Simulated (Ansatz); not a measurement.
Relaxation of BFH4 (6 atoms, charge 0, multiplicity 1), to a largest force component of 0.03 eV/Å in at most 50 steps.

The calculation used RKS PBE/6-31G* (Ansatz 0.2.0).

```xyz
6
Properties=species:S:1:pos:R:3
B 0.018 -0.445 -0.348
H 0.002 0.131 1.976
H 1.071 0.117 -0.525
H -1.056 0.076 -0.518
F 0.045 -1.729 -0.002
H 0.026 -0.553 1.777
```

Q: Where does it end, and by what steps?

A: It converged. The force dipped under the threshold on the way, but the program's further checks kept it going. After 7 steps the energy has fallen by 0.160 eV; H6 moved furthest, 0.61 Å.

```json
{"step": "0", "energy less start (eV)": "0.0000", "largest force component (eV/Å)": "1.500", "accepted": "yes"}
{"step": "1", "energy less start (eV)": "-0.1082", "largest force component (eV/Å)": "0.455", "accepted": "yes"}
{"step": "2", "energy less start (eV)": "-0.1140", "largest force component (eV/Å)": "0.786", "accepted": "yes"}
{"step": "3", "energy less start (eV)": "-0.1141", "largest force component (eV/Å)": "1.302", "accepted": "yes"}
{"step": "4", "energy less start (eV)": "-0.1571", "largest force component (eV/Å)": "0.242", "accepted": "yes"}
{"step": "5", "energy less start (eV)": "-0.1593", "largest force component (eV/Å)": "0.011", "accepted": "yes"}
{"step": "6", "energy less start (eV)": "-0.1602", "largest force component (eV/Å)": "0.032", "accepted": "yes"}
{"step": "7", "energy less start (eV)": "-0.1605", "largest force component (eV/Å)": "0.018", "accepted": "yes"}
```

```xyz
6
Properties=species:S:1:pos:R:3
B 0.019 -0.509 -0.589
H 0.001 0.293 2.316
H 1.075 0.070 -0.667
H -1.060 0.027 -0.663
F 0.046 -1.829 -0.416
H 0.025 -0.455 2.380
```

Time of the run: 9.1 s on 1 thread of Arm Neoverse N1, on a shared host, peak memory 0.096 GiB.
